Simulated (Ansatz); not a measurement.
## Property card for Au

Method: DFT PBEsol, scalar-relativistic, plane waves, PAW in Ansatz 0.2.0.

Settings: cutoff 420 eV, Γ-centred mesh 16×14×10 on the computed 2-atom cell, Gaussian smearing of 0.10 eV; no spin polarisation.

The structure is relaxed at this level of theory with its symmetry kept.

```
Au
1.0
     2.87748   -0.01780    0.35517
    -0.02877    2.87792    0.38029
    -0.49445   -0.53077    3.97924
Au
2
Direct
  0.25000 0.25000 0.75000
  0.75000 0.75000 0.25000
```

```json
{
 "Space group": "I4/mmm (No. 139)",
 "Volume per atom": "17.02 Å³",
 "Formation energy from the elements' standard states (uncorrected)": "0.000 eV/atom",
 "Kohn–Sham band gap": "none (metal)",
 "Density of states at the Fermi level": "0.62 states/eV per cell",
 "Löwdin character within 0.5 eV of the Fermi level": "Au 6s 42 %, Au 5d 36 %, unprojected 22 %",
 "Bulk modulus": "175 GPa",
 "Its pressure derivative": "5.7",
 "Bader charges (e)": "Au (2 in the cell) 0.00"
}
```

Spin-orbit coupling is left out, which matters for the bands of heavy elements.

Cost: 9 runs of about 14 core-minutes in all, on Intel Xeon Platinum 8375C (Ice Lake) (shared hosts).